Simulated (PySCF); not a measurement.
Compound: PF₃.
InChI=1S/F3P/c1-4(2)3

Linear response at CAM-B3LYP/def2-SVPD (PySCF, frozen core in the response, non-relativistic). Isolated species at its PBE0-D3(BJ)/def2-SVP geometry, gas phase.

Static isotropic polarisability: 25.92 au (3.84 Å³), principal values 23.6, 27.1, 27.1 au.

(1) What is the polarisability at 1064 nm and at the sodium D line?

(2) What is the isotropic C6 coefficient between two such molecules, C6 = (3/π)∫α(iω)² dω?

(3) Which effective excitation energy ω̄ makes London's formula C6 = (3/4)α²ω̄ exact here?

(4) How anisotropic is the static polarisability, by Δα² = ½[(α1 − α2)² + (α2 − α3)² + (α3 − α1)²]?

(5) What molar refraction at the D line follows from R = (4π/3)·N_A·α′, with α′ the polarisability volume?

(6) How many electrons N does the Slater–Kirkwood formula C6 = (3/4)·√N·α^(3/2) need to give this C6?

(7) The lowest 6 singlets have (eV, f): 8.09, 0.182; 8.10, 0.182; 10.01, 0.031; 10.16, 0.238; 10.67, 0.039; 10.68, 0.039. What share of the static polarisability do they carry in the sum over states α = Σ f/ω²?

(8) What three-body coefficient follows from the one-pole estimate C9 = (3/4)·α·C6?

Results:

(1) 26.12 au at 1064 nm (+0.7 %), 26.58 au at 589.3 nm (+2.5 %). The rise at 589.3 nm is 3.37 times that at 1064 nm; a pure ω² law gives 3.26. The lowest singlet lies at 153 nm, shorter than both wavelengths.

(2) 323.1 au (Eh·bohr⁶) by a ten-point quadrature over imaginary frequencies, which is 193 eV·Å⁶ or 18.6 J·nm⁶/mol.

(3) ω̄ = 4·C6/(3α²) = 0.641 Eh = 17.4 eV. A one-pole form α(ω) = α/(1 − ω²/ω̄²) fitted to the 1064 nm value gives 13.5 eV.

(4) Δα = 3.4 au, or 0.13 of the isotropic value.

(5) α′ = 3.94 Å³ gives R = 9.93 cm³/mol, for isolated, non-vibrating species.

(6) N = (4·C6/3)²/α³ = 10.7; the species has 42 electrons in all.

(7) 6.55 au, 25.3 % of α; the largest term, 2.06 au, is that of the state at 8.09 eV. Their oscillator strengths add up to 0.71. Higher states carry the rest.

(8) 6280 au. This is an estimate from the two numbers above, not a computed integral.
